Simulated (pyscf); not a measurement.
Addition across a multiple bond or ene-type step: `[O]=[Si]` [singlet] + `[NH3]` → `[NH2][Si][OH]` [singlet]

Gas phase, singlet surface, charge 0. Bonds broken: N3–H4. Bonds formed: Si1–N3, O2–H4. PySCF, gas phase, ωB97X-D3(BJ)/def2-SVP geometries. Correlated levels are frozen-core, on RHF or UHF. ΔMP2 is the change of the MP2 total energy from the triple- to the quadruple-zeta basis.

Transition state (Å):

```xyz
6

Si    -0.0979     0.1649     1.0981
O     -1.6323     0.4693     1.4643
N     -0.9329    -0.2344    -0.6432
H     -1.7845     0.1303     0.2325
H     -0.9607    -1.1980    -0.9835
H     -0.7576     0.3788    -1.4422
```

One imaginary mode, 1523i cm⁻¹; descent along it reached the two sides named, in the forms told below.

| bond | change | reactant side (Å) | saddle | product side |
|---|---|---|---|---|
| N3–H4 | breaks | 1.023 | 1.275 | 2.7 |
| Si1–N3 | forms | 2.329 | 1.972 | 1.729 |
| O2–H4 | forms | 2.477 | 1.287 | 0.965 |

Electronic energies relative to the separated reactants (kJ/mol):

| level | barrier | reaction energy | reverse barrier |
|---|---|---|---|
| ωB97X-D3(BJ)/def2-TZVP | 20.0 | -143.0 | 163.1 |
| PBE/def2-TZVP | 9.1 | -122.3 | 131.5 |
| r²SCAN/def2-TZVP | 12.3 | -137.4 | 149.6 |
| B3LYP-D3(BJ)/def2-TZVP | 26.2 | -128.3 | 154.5 |
| PBE0-D3(BJ)/def2-TZVP | 7.0 | -144.9 | 152.0 |
| M06-2X/def2-TZVP | 15.8 | -147.0 | 162.8 |
| ωB97M-D3(BJ)/def2-TZVP | 28.3 | -129.5 | 157.9 |
| HF/def2-TZVP | 75.8 | -142.1 | 217.9 |
| MP2/def2-QZVPP | 35.9 | -118.4 | 154.2 |
| CCSD/def2-TZVPP | 43.3 | -127.8 | 171.1 |
| CCSD(T)/def2-TZVPP | 38.6 | -120.4 | 159.0 |
| CCSD(T)/def2-TZVPP + ΔMP2(QZVPP) | 37.8 | -123.8 | 161.6 |

With CCSD(T)/def2-TZVPP + ΔMP2(QZVPP) energies and thermal terms (ideal gas, 1 atm, RRHO with modes under 100 cm⁻¹ raised to 100, one conformer, R ln 2 for chiral ones without a mode under 150 cm⁻¹), in kJ/mol:

```csv
T (K),ΔH‡,ΔG‡,ΔH,ΔG
298,29.7,70.1,-120.4,-81.7
600,29.6,111.4,-117.3,-43.5
900,31.5,151.9,-112.9,-7.5
1200,33.9,191.7,-108.8,+27.0
```

On the reactant side the descent ends in a bound adduct, 48.4 kJ/mol under the separated species and 68.5 kJ/mol under the saddle at ωB97X-D3(BJ)/def2-TZVP. On the product side the descent ends in a point that may be a rotor saddle (no frequency run), 7.8 kJ/mol over the lowest minimum found and 155.2 kJ/mol under the saddle at ωB97X-D3(BJ)/def2-TZVP. One saddle was located; it need not be the lowest between these sides. The CCSD(T) − MP2 part came from Ansatz, without density fitting, on the same reference.
